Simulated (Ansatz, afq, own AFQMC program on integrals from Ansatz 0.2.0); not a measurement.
Two steps: Ansatz 0.2.0 writes the Fock matrix and Cholesky factors of the valence space, and afq projects on them the lowest state that overlaps trial and start.

```yaml
crystal:
  periodic: [false, false, false]
  atoms:
    - {symbol: Ge, position_ang: [0.000000, 0.003232, 0.757146]}
    - {symbol: Al, position_ang: [0.000000, 0.016713, -1.828547]}
    - {symbol: H, position_ang: [0.000000, -1.174974, -0.475644]}
    - {symbol: H, position_ang: [0.000000, -1.074255, -2.975895]}
    - {symbol: H, position_ang: [0.000000, 1.568901, -2.165920]}
basis:
  gaussian: {orbitals: cc-pVDZ}
magnetization: {spin_polarized: true, initial_magnetization: 2}
correlation: {method: ccsd_t, electrons: outside_noble_gas, hamiltonian_folder: ham}
```

```sh
$ ansatz run in.yaml --threads 1 --pin off --events-out ev --progress --plain --max-ram 1382MiB
```

Options of the walk:

```
--method phaseless --trial cisd --walkers 60 --populations 1 --least-time 40 --time-step 0.005 --steps-per-block 50 --equilibration-blocks 28 --max-blocks 300 --target-error 0.00038 --factor-cut 1e-05 --start spin_pure --seed 8228 --release-times 0.24,0.51,0.99,1.62,2.4 --release-step 0.03 --release-every 4 --taylor-order 6
```

Times are imaginary, in 1/Eh. The walk had a cap of 1573 s. Filled inner d shells are frozen with the cores.

```
orbitals 41  electrons 6 4  factors 323 of 638
reference energy -2318.92474712 Eh
CCSD correlation -0.17330931 Eh in 12 cycles, weight of the determinant in the CISD state 0.8753
energy of the start -2319.097343 Eh
 block  time / (1/Eh)  mean weight  energy / Eh
     1     0.250  0.9984  -2319.095214
     2     0.500  0.9975  -2319.095448
     3     0.750  1.0008  -2319.097998
     4     1.000  0.9994  -2319.099240
     5     1.250  1.0002  -2319.099826
     7     1.750  0.9993  -2319.098614
     9     2.250  1.0000  -2319.100170
    11     2.750  0.9996  -2319.102337
    21     5.250  1.0010  -2319.106773
    31     7.750  0.9999  -2319.106631
    36     9.000  0.9992  -2319.108262
    41    10.250  1.0013  -2319.100316
    51    12.750  0.9993  -2319.103876
    61    15.250  1.0005  -2319.106732
    71    17.750  1.0007  -2319.102472
    81    20.250  1.0000  -2319.103177
    91    22.750  0.9996  -2319.103572
   101    25.250  0.9996  -2319.102808
   111    27.750  1.0005  -2319.099820
   121    30.250  1.0006  -2319.105187
   131    32.750  0.9998  -2319.105157
   136    34.000  0.9999  -2319.099256
   141    35.250  1.0027  -2319.104022
   151    37.750  0.9996  -2319.101555
   161    40.250  0.9990  -2319.101124
   171    42.750  1.0006  -2319.105112
   181    45.250  0.9970  -2319.105779
   191    47.750  1.0000  -2319.102321
   201    50.250  0.9996  -2319.100030
   211    52.750  1.0012  -2319.102250
   221    55.250  1.0007  -2319.102415
   231    57.750  0.9997  -2319.102356
   236    59.000  0.9971  -2319.105350
blocks merged  error / Eh  count
     1  0.000209  210
     2  0.000260  105
     4  0.000315  52
     8  0.000364  26
    16  0.000401  13
released: time / (1/Eh)  energy / Eh  error  mean overlap
  0.24  -2319.103635  0.000481  0.9976
  0.51  -2319.103547  0.000320  1.0003
  0.99  -2319.104108  0.000348  1.0041
  1.62  -2319.104302  0.000385  0.9810
  2.40  -2319.104070  0.000476  0.9830
energy -2319.103622 +/- 0.000364 Eh
(rows thinned)
```

Q: Estimate how long the walk took on 1 thread of Arm Neoverse V2, on a shared host.

A: 5.4 min of wall time.

The run passed its tests (sampling time, drift between the halves within three errors, error under three times the target), which doesn't prove that it has relaxed.

Against this walk (error 9.9 meV) on the same determinant: CCSD(T) 26.1 meV higher, CCSDT(Q) 13.2 meV lower (within the noise). The error is statistical and leaves out the bias of the constraint. Released to 2.40 1/Eh the energy moves by -12 ± 16 meV (both errors), within twice the noise.

Cautions: constraint bias not in the error; no relativity below Rb; no spin-orbit coupling; inner d shell frozen.

CCSDT and higher add their correlation energy to the determinant of the CCSD(T) run, since their own runs factorise the integrals more tightly (a shift of under 2 meV). A walk keeps the symmetry of its determinant, which the program's search chose and which needn't be the lowest solution, so a lower state of the same spin and another symmetry isn't excluded.
